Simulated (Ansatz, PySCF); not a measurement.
Gas-phase reaction in SMILES: CN (CH5N) [methanamine] -> C[NH] (CH4N) + H atom (the H-N bond breaks)

Quantity: bond dissociation energy (enthalpy at 298 K), in kcal/mol. Set-up: UHF or UKS for open shells; no spin-orbit coupling; 6-311+G** with 5d; valence correlation only; 6-31G* and kin with 6d, 5d where marked; dispersion terms only where a functional's name holds one; non-relativistic. CBS(X,Y): correlation extrapolated as X^-3; Hartree-Fock from the larger set. The bracket is a focal-point correction in the basis named. First-principles rows: single points at B3LYP-D3(BJ) geometries (Ansatz, a program for electronic structure), with unscaled harmonic terms from B3LYP/6-31G* at its own minima.

Coupled cluster (Ansatz) is a level with limits of its own, used here on species with T1 under 0.025 (0.045 for open shells) and stable references: RI-MP2/CBS(aug-cc-pVTZ,aug-cc-pVQZ)+[CCSD(T)-MP2]/aug-cc-pVTZ.

Value to compare with, RI-MP2/CBS(aug-cc-pVTZ,aug-cc-pVQZ)+[CCSD(T)-MP2]/aug-cc-pVTZ (Ansatz): 100.0 kcal/mol.

```
level               program  bond dissociation energy (enthalpy at 298 K) (kcal/mol)  difference
------------------  -------  -------------------------------------------------------  ----------
HF/STO-3G            Ansatz                                                     81.6       -18.4
HF/3-21G             Ansatz                                                     69.6       -30.4
BP86/6-31G* (5d)      PySCF                                                     95.7        -4.3
B3LYP/6-31G*         Ansatz                                                     93.6        -6.4
B3LYP/6-311+G**      Ansatz                                                     96.1        -3.9
PBE0/6-31G*          Ansatz                                                     93.0        -7.0
PBE0/6-311+G**       Ansatz                                                     95.2        -4.8
M06-2X/6-31G* (5d)    PySCF                                                     96.9        -3.1
B3PW91/6-31G* (5d)    PySCF                                                     93.6        -6.4
M06-2X/def2-TZVPD     PySCF                                                     98.5        -1.5
wB97M-V/def2-TZVPD   Ansatz                                                     98.3        -1.7
```

Among the 9 habitual levels, HF/3-21G lies farthest from RI-MP2/CBS(aug-cc-pVTZ,aug-cc-pVQZ)+[CCSD(T)-MP2]/aug-cc-pVTZ (Ansatz) (-30.4 kcal/mol) and M06-2X/6-31G* (5d) nearest (-3.1); 0 of 9 lie above it, and their mean absolute difference is 9.4 kcal/mol, the median 6.4. One case shows no general order.

The levels are drawn from those run, B3LYP/6-31G* more often than the rest, none by its result; runs whose electronic state is in doubt are left out.
